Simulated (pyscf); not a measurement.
Thermochemistry of product channels of Al–Cl [singlet] + water (H₂O) on the singlet surface, in kJ/mol, from ωB97M-D3(BJ)/def2-TZVP energies (ideal gas, 1 atm, RRHO with modes under 100 cm⁻¹ raised to 100, one conformer, R ln 2 for rigid chiral ones). Single points on ωB97X-D3(BJ)/def2-SVP structures (PySCF, gas phase).

| products | ΔE | ΔH(298 K) | ΔG(900 K) | ΔG(1200 K) |
|---|---|---|---|---|
| O=Al–Cl + hydrogen (H₂) | ? | +72.9 | +94.4 | +98.3 |
| HO–AlH–Cl | ? | -195.5 | -83.4 | -48.9 |
| HO–Al [singlet] + hydrogen chloride (HCl) | +28.7 | +21.1 | +21.1 | +19.2 |

Q: Some entries are withheld; supply them.

A: 
- O=Al–Cl + hydrogen (H₂), ΔE: +92.0
- HO–AlH–Cl, ΔE: -189.7

These are energies of the channels, which say nothing of barriers.
